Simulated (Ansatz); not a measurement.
## Structure relaxation of RbAu3

Theory: DFT PBE, scalar-relativistic, plane waves, PAW (Ansatz 0.2.0). Cutoff 420 eV, Γ-centred k mesh, Gaussian smearing, no spin polarisation in the final step.

The start puts RbAu3 on the Cu3Au (L1_2) structure type (Pm-3m, No. 221), with Rb in place of Au, Au in place of Cu, at a guessed volume.

```
Rb Au
1.0
     4.54856    0.00000    0.00000
     0.00000    4.54856    0.00000
     0.00000    0.00000    4.54856
Rb Au
1 3
Direct
  0.00000 0.00000 0.00000
  0.00000 0.50000 0.50000
  0.50000 0.00000 0.50000
  0.50000 0.50000 0.00000
```

Cell and atoms relax at zero pressure; the relaxation can't lower the symmetry of the start.

Energies over the elements count from the elements' standard structures at the same level, with no empirical corrections.

Problem. Which crystal results?

Solution. It keeps Pm-3m (No. 221). The result has the Cu3Au (L1_2) structure. Conventional cell: a = 4.540 Å. Rb has 12 Au at 3.21 Å; Au is coordinated by 4 Rb at 3.21 Å and 8 Au at 3.21 Å.

```
Rb Au
1.0
     4.54028    0.00000    0.00000
     0.00000    4.54028    0.00000
     0.00000    0.00000    4.54028
Rb Au
1 3
Direct
  0.00000 0.00000 0.00000
  0.00000 0.50000 0.50000
  0.50000 0.00000 0.50000
  0.50000 0.50000 0.00000
```

Problem. What are its volume, energy, density and gap?

Solution. The volume per atom is 23.40 Å³, the density is 12.00 g/cm³ and the energy over the elements is 0.26 eV/atom. The gap on the 10×10×10 mesh is 0 eV (a metal).

The final run used a 10×10×10 mesh on its 4-atom cell and 0.10 eV smearing. For metals, differences of a few meV/atom aren't resolved. Spin–orbit coupling is left out. Symmetry constrained the relaxation, so the result can be a saddle point. The steps took about 22 core-seconds in all.

Cost: 2 runs of about 0.37 core-minutes in all, on Intel Xeon 6975P-C (Granite Rapids) (shared hosts).